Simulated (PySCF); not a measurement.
**Gas-phase XPS of `CC#[N+]C`, computed**

Species: C₃H₆N (charge +1).
Bonds: C1–C2, C2–N3 (triple), N3–C4. Hydrogens: H5, H6, H7 on C1; H8, H9, H10 on C4.

Method: delta-SCF UKS SCAN, pcX-2 on the ionised atom, pcseg-1 elsewhere, spin-free X2C in PySCF 2.14.0. These are vertical core ionisation energies against the vacuum level, from separate self-consistent calculations with and without the core hole.

Task: What binding energy does each computed site have?

Result: 
| atom(s) | bonded to | level | binding energy (eV) | above the level's lowest (eV) | count |
| --- | --- | --- | --- | --- | --- |
| N3 | C (triple bond) and C | N 1s | 413.50 | 0.00 | 1 |
| C2 | N (triple bond) and C | C 1s | 299.92 | +2.01 | 1 |
| C4 | N and 3 H | C 1s | 298.37 | +0.46 | 1 |
| C1 | C and 3 H | C 1s | 297.91 | 0.00 | 1 |

Lowest listed C 1s: C1, bonded to C and 3 H. Highest, 2.01 eV above it: C2, bonded to N (triple bond) and C. The widest gap between neighbouring values is 1.55 eV, between 298.37 and 299.92 eV. Summing the Pauling electronegativity differences to the bonded atoms, each weighted by its formal bond order, gives -1.05 for the lowest site and +1.47 for the highest; no listed site has a larger sum than the highest.

Task: Which effective nuclear charge Zeff reproduces each element's mean 1s value in the hydrogen-like formula E = 13.606 eV × Zeff²?

Result: C (Z = 6): mean 298.7 eV, Zeff = 4.69, Z − Zeff = 1.31; N (Z = 7): mean 413.5 eV, Zeff = 5.51, Z − Zeff = 1.49. Means run over the listed sites, weighted by atom count.

Task: Which photon energy gives electrons from C 1s of C4 a kinetic energy of 100 eV, and what is their de Broglie wavelength?

Result: hν = 298.37 + 100 = 398.37 eV, recoil neglected; λ = 12.264 Å/√(E/eV) = 1.23 Å.

The species carries charge +1, so core ionisation leaves charge +2. Geometry: PBE0-D3(BJ)/def2-SVP; no solvent, vibrations or thermal averaging.
